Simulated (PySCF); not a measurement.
**Static response to an electric field**

C5H7N.
Geometry (PBE0-D3(BJ)/def2-SVP, Å), atoms numbered from 1 in this order:
```
atom  x, y, z in Å
C1     2.1312    0.3361    0.4453
C2     1.2927   -0.1735   -0.4641
C3    -0.1442   -0.3693   -0.2492
C4    -0.9280   -0.9671   -1.1701
N5    -0.6333    0.0302    1.0002
C6    -1.6476    0.7813    1.0719
H7     1.7704    0.6292    1.4345
H8     3.1947    0.4589    0.2282
H9     1.6647   -0.4772   -1.4477
H10   -1.9858   -1.1573   -0.9778
H11   -0.5028   -1.3305   -2.1075
H12   -2.0533    1.0495    2.0576
H13   -2.1588    1.1896    0.1786
```

Level: wB97X-D/def2-SVPD (PySCF), static field, nuclei fixed, core orbitals frozen in the response. The polarisability tensor in these axes (au):

```
x   89.00  3.61  7.53
y    3.61 58.72 16.11
z    7.53 16.11 73.33
```

Question: What are the eigenvalues, a third of the trace, and Δα (Δα² = ½Σ(αi − αj)² over the three pairs)?

Answer: Principal values 48.30, 77.67 and 95.07 au; mean 73.68 au = 10.92 Å³ = 12.15 × 10⁻⁴⁰ C²·m²/J; Δα = 40.94 au (56 % of the mean).

Question: What is the dipole moment, and where does it point?

Answer: (-0.94, 0.83, -0.62) D, 1.40 D in size, pointing from the negative to the positive side. Measured along this direction, the outermost atoms are H8 at the negative end and H13 at the positive end.

Question: What would n − 1 = 2πNα be for an ideal gas of these molecules at 400 K and 1 atm, electronic part alone?

Answer: N = p/kT = 1.8347 × 10¹⁹ cm⁻³, so n − 1 = 2π × N × 10.92 × 10⁻²⁴ cm³ = 1259 × 10⁻⁶ at long wavelengths, for an ideal gas.

Question: Find the Langevin capture rate constant for H3O+ (19.018 u) meeting this molecule (81.058 u), k = 2.342 × 10⁻⁹ cm³/s × √(α in Å³ / reduced mass in u).

Answer: The reduced mass is 15.40 u, so k = 1.97 × 10⁻⁹ cm³/s. The formula leaves out the permanent dipole, which adds to the capture rate.

Question: In a dilute gas of rigid molecules at 350 K, how does the orientational term μ²/3kT compare with the electronic polarisability?

Answer: In Gaussian units μ²/3kT = 13.47 Å³ against 10.92 Å³, a ratio of 1.23; the Debye molar polarisation (4π/3)N_A(α + μ²/3kT) is 61.5 cm³/mol, leaving out the vibrational part.

Question: Form Σ f/ω² (atomic units) for the 10 lowest TDDFT singlets, given as eV and f, and set it beside the mean polarisability, which is this sum over all singlets: 4.52, 0.0317; 5.44, 0.0303; 5.67, 0.3808; 6.36, 0.2012; 6.84, 0.0038; 7.05, 0.0934; 7.46, 0.0347; 7.52, 0.0057; 7.65, 0.0452; 7.82, 0.0888.

Answer: They add up to 18.00 au, 24.4 % of the 73.68 au; the largest single term is 8.77 au, from the state at 5.67 eV. Terms in order: 1.15, 0.76, 8.77, 3.68, 0.06, 1.39, 0.46, 0.07, 0.57, 1.08 au. Higher excitations give the rest. The strengths listed sum to 0.916.

Isolated species at its PBE0-D3(BJ)/def2-SVP geometry (one conformer only).

These values come from a run that also computed excited states and ΔSCF ions. On one thread, Arm Neoverse V1 (aarch64), shared host, this took 38 s wall and 0.89 GiB of memory at its peak.
